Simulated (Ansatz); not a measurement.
# CH3B (triplet): wave-function methods side by side at distance B1–C2 = 1.358 Å, cc-pVDZ

Aim: climb from Hartree-Fock through coupled cluster and multireference methods for CH3B (triplet) at one geometry and basis, and see what each rung misses.

The runs use Ansatz 0.2.0, Gaussian basis; cc-pVDZ, core rule «outside noble gas», up to 2 orbitals frozen.

Plan: UHF; CCSD(T) on ROHF; CCSD(T) on UHF; BCCD(T) on ROHF; CISD; CCSDT(Q) on ROHF; CCSDT(Q) on UHF; CASSCF and MRCISD+Q, 4 electrons in 4 orbitals; CASSCF and NEVPT2, 4 electrons in 4 orbitals.

21 further runs of the same task are left out: 18 that didn't finish, 3 set aside as unsound or not needed.

### Step 1. The geometry

The geometry derives from a PBE0/def2-TZVP stationary point (not a proven minimum). One bond is set to the value named and the two fragments are kept rigid.

5 atoms, charge 0, spin multiplicity 3.

Atoms are counted from 1 here; the program's logs count them from 0.

Bond lengths: B1–C2 1.358 Å, B1–H3 1.194 Å, C2–H4 1.092 Å, C2–H5 1.087 Å. Angles: C2–B1–H3 128.3°, B1–C2–H4 123.5°, B1–C2–H5 123.0°, H4–C2–H5 113.6°.

Coordinates:

```
B     0.00000   -0.15377    0.73980
C     0.00000    0.05808   -0.60158
H     0.00000    0.65674    1.61607
H     0.00000    1.05138   -1.05426
H     0.00000   -0.75094   -1.32829
```

### Step 2. UHF

Contents of in.yaml:

```yaml
crystal:
  periodic: [false, false, false]
  atoms:
    - {symbol: B, position_ang: [0.000000, -0.153771, 0.739796]}
    - {symbol: C, position_ang: [0.000000, 0.058085, -0.601577]}
    - {symbol: H, position_ang: [0.000000, 0.656737, 1.616066]}
    - {symbol: H, position_ang: [0.000000, 1.051384, -1.054263]}
    - {symbol: H, position_ang: [0.000000, -0.750943, -1.328287]}
basis:
  gaussian: {orbitals: cc-pVDZ}
magnetization: {spin_polarized: true, initial_magnetization: 2}
hamiltonian: {xc: hf}
output: {orbitals: {seedname: orbitals}}
```

Run with:

```
$ ansatz run in.yaml --threads 1 --pin off --events-out ev --progress --plain --max-ram 2393MiB
```

Further steps of the session: CCSD(T) on ROHF; CCSD(T) on UHF; BCCD(T) on ROHF; CISD; CCSDT(Q) on ROHF; CCSDT(Q) on UHF; CASSCF and MRCISD+Q, 4 electrons in 4 orbitals; CASSCF and NEVPT2, 4 electrons in 4 orbitals.

**Question.** What will the summary of the whole plan be? Wanted: UCCSDT(Q) below the RHF energy; RMP2 from UCCSDT(Q); UMP2 from UCCSDT(Q); RCCSD from UCCSDT(Q); RCCSD(T) from UCCSDT(Q); UCCSD(T) from UCCSDT(Q); RCCSDT(Q) from UCCSDT(Q); NEVPT2 pair from UCCSDT(Q); T1 diagnostic.

As calculated:

| quantity | value |
| --- | --- |
| UCCSDT(Q) below the RHF energy | -5.8483 eV |
| RMP2 from UCCSDT(Q) | +23.21 kcal/mol |
| UMP2 from UCCSDT(Q) | +23.38 kcal/mol |
| RCCSD from UCCSDT(Q) | +3.53 kcal/mol |
| RCCSD(T) from UCCSDT(Q) | +0.61 kcal/mol |
| UCCSD(T) from UCCSDT(Q) | +0.59 kcal/mol |
| RCCSDT(Q) from UCCSDT(Q) | +0.01 kcal/mol |
| NEVPT2 pair from UCCSDT(Q) | +24.09 kcal/mol |
| levels within 1 kcal/mol (43 meV) | RCCSD(T), UCCSD(T), BCCD(T), RCCSDT, UCCSDT, RCCSDT(Q) |
| T1 diagnostic | 0.014 |

In words: RCCSD(T) lands +0.61 kcal/mol from the yardstick (0.4 % of the correlation energy). These misses are within one basis, not against nature; the frozen cores of restricted and unrestricted runs differ, which can shift their rows.
